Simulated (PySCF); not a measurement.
Molecule: tetrahydrofuran, C4H8O.

Geometry (Å), atoms numbered from 1 in this order:
```xyz
13

C    -0.9030    0.3634   -0.4633
C     0.4157    0.9929   -0.0204
C     1.3123   -0.2397    0.0980
O     0.4738   -1.3238    0.4650
C    -0.8866   -0.9490    0.3204
H    -0.8849    0.1649   -1.5356
H    -1.7725    0.9731   -0.2296
H     0.2974    1.4697    0.9534
H     0.8065    1.7207   -0.7273
H     2.0931   -0.1317    0.8560
H     1.7891   -0.4691   -0.8657
H    -1.4181   -1.7587   -0.1867
H    -1.3273   -0.8122    1.3181
```

Frames of a GFN2-xTB Langevin trajectory at 600 K; GIAO PBE0/pcSseg-1 shieldings in PySCF, gas phase, non-relativistic; equivalent atoms averaged within each frame.

Referencing at the same level of theory: TMS for ¹³C (σref 186.93) and ¹H (σref 31.72); ¹⁷O (σref 336.08) against H2O. The references are static minima.

How do the shifts (ppm) fluctuate along the trajectory?

Answers


```tsv
time (fs)	C3/C5	C1/C2	O4	H10/H11/H12/H13	H6/H7/H8/H9
optimised geometry	72.5	30.2	40.5	4.06	1.79
250	72.5	31.7	34.1	3.95	1.80
425	68.0	33.9	65.3	4.43	2.92
625	74.6	36.7	78.9	4.18	3.06
800	76.7	34.0	109.7	4.77	2.29
1000	74.3	34.9	73.1	4.81	3.25
mean of frames	73.2	34.2	72.2	4.43	2.66
standard deviation	3.3	1.8	27.2	0.37	0.60
```

5 frames give an uncertainty of the mean of about the standard deviation over 2.2 at best, since frames this close in time may not be independent; classical motion lacks zero-point vibration, and the reference would need the same averaging.
